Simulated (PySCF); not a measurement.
Process, species as SMILES: C(Cl)(Cl)Cl + 3 [H][H] (H2) → C (CH4) + 3 Cl (HCl)
B3LYP-D3(BJ)/def2-TZVP geometries, fixed; electronic energies without zero-point terms.
Largest species:
```xyz
5

C     -0.0077     0.0005     0.4558
H     -0.0259     0.0016     1.5371
Cl     0.0149     1.6916    -0.0853
Cl     1.4596    -0.8576    -0.0583
Cl    -1.4702    -0.8343    -0.1077
```

Effect of the atomic grid (radial, angular points) at r2SCAN/aug-cc-pV(T+d)Z with PySCF, against the last row, where the energy of full hydrogenation is -67.88 kcal/mol. Cost is core time over that of atom_grid: 30, 110, unpruned, rough, on shared machines of one kind.

```tsv
setting	grid points, largest species	largest shift of a total energy (mEh)	shift of the energy of full hydrogenation (kcal/mol)	cost
atom_grid: 30, 110, unpruned	16504	6.490	-0.299	1×
atom_grid: 50, 194, unpruned	48504	3.086	0.006	2×
atom_grid: 75, 302, unpruned	113256	0.027	0.009	2×
atom_grid: 99, 590, unpruned	292056	0.032	0.005	4×
atom_grid: 150, 974, unpruned	730504	0.000	0.000	10×
```

Within 0.05 kcal/mol in the energy of full hydrogenation: atom_grid: 50, 194, unpruned; atom_grid: 75, 302, unpruned; atom_grid: 99, 590, unpruned. The largest shift is 6.490 mEh in a total energy and 0.299 kcal/mol in the difference.
